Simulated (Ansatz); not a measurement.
We consider 1T (CdI2-type) HfS2, described by LDA (Ansatz, a first-principles code, plane waves, PAW).

Run with plane-wave cutoff 520 eV, 12×12×6 k mesh (along the axes of the cell as run), Fermi–Dirac smearing 0.01 eV, scalar-relativistic PAW data made under PBE.

Properties against volume:

Shape and atoms are relaxed at each volume.

| V (Å³/atom) | P (GPa) | direct gap at Γ (eV) | smallest gap on the k mesh (eV) | c (Å) |
|---|---|---|---|---|
| 19.894 | 1.73 | 1.511 | 0.332 | 5.534 |
| 20.309 | 0.78 | 1.583 | 0.454 | 5.604 |
| 20.723 | 0.01 | 1.660 | 0.573 | 5.679 |
| 21.138 | -0.56 | 1.739 | 0.685 | 5.759 |
| 21.552 | -0.99 | 1.820 | 0.779 | 5.845 |

The fundamental gap (0.57 eV at the equilibrium volume, with added k points) lies elsewhere than Γ–Γ.

Measured, for comparison: band gap 1.8 eV (temperature not stated, no zero-point or thermal correction, fundamental, indirect, our sources range from 1.80 to 1.96; as tabulated in Rybak et al. (2022), arXiv:2210.12074).

Note: the bulk modulus comes from volumes at which shape and atoms were relaxed.

Spin–orbit coupling is not included.
